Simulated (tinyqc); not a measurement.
Worked calculation: Hueckel theory of the pi electrons with the omega technique, for the molecule [CH2]C([CH2])=C (SMILES; centres numbered as the heavy atoms are written). Computed by tinyqc, a small Python program that keeps every step. Settings: charge = 0, omega = 1.0, damping = 0.3. Command: `OMP_NUM_THREADS=1 python tinyqc.py 20144 20145 out.jsonl` (the two numbers bound the seeds that draw the settings). One thread of a shared host (Intel(R) Xeon(R) Processor @ 2.60GHz), about 0.01 s of CPU time with the checks.

## The Hueckel matrix

Centres:
```
centre  z_r, pi electrons of the neutral centre         h
1C                                            1  0.000000
2C                                            1  0.000000
3C                                            1  0.000000
4C                                            1  0.000000
```

Bonds:
```
i  j  k
1  2  1
2  3  1
2  4  1
```

H_rr = alpha + h_r beta, H_rs = k_rs beta for bonded centres.

Hueckel matrix in units of beta (H = alpha + beta A), order 1C, 2C, 3C, 4C:
$$\begin{pmatrix}
0.000000 & 1.000000 & 0.000000 & 0.000000 \\
1.000000 & 0.000000 & 1.000000 & 1.000000 \\
0.000000 & 1.000000 & 0.000000 & 0.000000 \\
0.000000 & 1.000000 & 0.000000 & 0.000000
\end{pmatrix}$$

## Orbitals, round 1

pi electrons, sum of z_r less the charge = 4

Diagonalise; E = alpha + x beta with beta < 0, so the largest x are filled first; degenerate levels share their electrons. P = sum n_i c_ri c_si; each orbital has its largest coefficient positive (the first on a tie).

x values: [1.732051, 0.000000, 0.000000, -1.732051]

occupations: [2.000000, 1.000000, 1.000000, 0.000000]

coefficients, order 1C, 2C, 3C, 4C:
$$\begin{pmatrix}
0.408248 & 0.000000 & 0.816497 & -0.408248 \\
0.707107 & 0.000000 & 0.000000 & 0.707107 \\
0.408248 & 0.707107 & -0.408248 & -0.408248 \\
0.408248 & -0.707107 & -0.408248 & -0.408248
\end{pmatrix}$$

charge and bond-order matrix P, order 1C, 2C, 3C, 4C:
$$\begin{pmatrix}
1.000000 & 0.577350 & 0.000000 & 0.000000 \\
0.577350 & 1.000000 & 0.577350 & 0.577350 \\
0.000000 & 0.577350 & 1.000000 & 0.000000 \\
0.000000 & 0.577350 & 0.000000 & 1.000000
\end{pmatrix}$$

Within a degenerate level the vectors are fixed only up to a rotation; this is one choice.

## Omega technique, round 1

h_r = h_r(0) + omega q_r, omega = 1, with q_r = z_r - P_rr; 0.3 of the old diagonal is kept.

matrix after round 1, order 1C, 2C, 3C, 4C:
$$\begin{pmatrix}
0.000000 & 1.000000 & 0.000000 & 0.000000 \\
1.000000 & 0.000000 & 1.000000 & 1.000000 \\
0.000000 & 1.000000 & 0.000000 & 0.000000 \\
0.000000 & 1.000000 & 0.000000 & 0.000000
\end{pmatrix}$$

## Convergence

Each round sets h_r = h_r(0) + omega (z_r - P_rr), keeping the share named as damping of the old diagonal; repeat until output and input diagonals agree to 1e-6.

Rounds:
```
round   sum n x  largest |h(out) - h(in)|
1      3.464102                  5.55e-16
```

Converged in 1 rounds.

## Energy, charges, bond orders

E = sum n x; q_r = z_r - P_rr; bond order p = P_rs; free valence = sqrt(3) - sum of p over the bonds of the atom.

pi energy = 4 alpha + this times beta = 3.464102

pi charges: 1C 0.000000, 2C 0.000000, 3C 0.000000, 4C 0.000000

Bond orders and lengths from R = 1.517 - 0.180 p (angstrom, C-C alone):
```
bond         p         R
1-2   0.577350  1.413077
2-3   0.577350  1.413077
2-4   0.577350  1.413077
```

free valence of the carbons: 1C 1.154701, 2C 0.000000, 3C 1.154701, 4C 1.154701

gap between the highest filled and the next level = 1.732051 |beta|
